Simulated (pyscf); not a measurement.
Structures and frequencies: ωB97X-D3(BJ)/def2-SVP in PySCF.

Task: PBE/def2-TZVP puts the barrier of H₂C=CH–CH(CH₃)–OH → H₂C=CH–CH=CH₂ + H₂O (elimination; singlet surface; C–H, C–O broken, H–O formed) at 59.0 kcal/mol and the reaction energy at +11.8 kcal/mol, from the reactant's lowest minimum found. What do r²SCAN/def2-TZVP, B3LYP-D3(BJ)/def2-TZVP, ωB97M-D3(BJ)/def2-TZVP give on the same structures?

Result: r²SCAN: ΔE‡ = 63.8 kcal/mol, ΔE = +13.7 kcal/mol; B3LYP-D3(BJ): ΔE‡ = 65.6 kcal/mol, ΔE = +11.0 kcal/mol; ωB97M-D3(BJ): ΔE‡ = 68.5 kcal/mol, ΔE = +14.0 kcal/mol. PBE's barrier lies under all of them, by 4.8 to 9.5 kcal/mol. Its reaction energy lies among theirs. Low barriers are usual for a GGA, whose delocalisation error favours stretched bonds. H₂C=CH–CH(CH₃)–OH lies 18.7 kcal/mol over its isomer H₃C–CH₂–C(CH₃)=O (electronic energy, ωB97M-D3(BJ)/def2-TZVP). One saddle was located; it need not be the lowest between these sides.
